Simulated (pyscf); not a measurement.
This saddle point was located with ωB97X-D3(BJ)/def2-SVP in PySCF.

```
Si
F 1 1.6410
F 1 1.6730 2 152.60
O 1 1.6959 2 103.61 3 138.23
H 4 0.9647 1 113.27 2 14.75
H 1 1.4825 2 94.78 5 111.34
F 1 1.9332 6 151.86 3 72.54
H 7 1.1088 1 102.25 6 -129.65
O 8 1.2508 7 163.28 1 -11.36
H 9 0.9736 8 99.41 7 76.43
H 9 0.9915 10 101.98 8 96.33
```

Surface: singlet, charge 0. Lowest wavenumbers (cm⁻¹): 194i, 131, 164, 255, 287.

Q: What reaction is this the transition state of?

A: HO–SiH(F)–F (SMILES O[SiH](F)F) + HF (SMILES F) + H₂O (SMILES O) ⇌ F–SiH(F)–F (SMILES F[SiH](F)F) + H₂O (SMILES O) + H₂O (SMILES O), a multi-bond step read from left to right: O–Si, F–H, H–O broken and F–Si, H–O, H–O formed. At ωB97M-D3(BJ)/def2-TZVP it lies -0.1 kcal/mol from the left side and +8.3 kcal/mol from the right (each side as separated species at their lowest minima found). On the reactant side the descent ends in a bound adduct, 20.7 kcal/mol under the separated species and 21.4 kcal/mol under the saddle at ωB97X-D3(BJ)/def2-TZVP. On the product side the descent ends in an adduct with a O–Si contact (not fully relaxed), 6.4 kcal/mol under the separated species and 15.1 kcal/mol under the saddle at ωB97X-D3(BJ)/def2-TZVP. What is counted as broken (O–Si) persists as a longer contact in the product adduct; parting that adduct is a step of its own. This is the saddle that the search found; another between the same sides may lie lower.
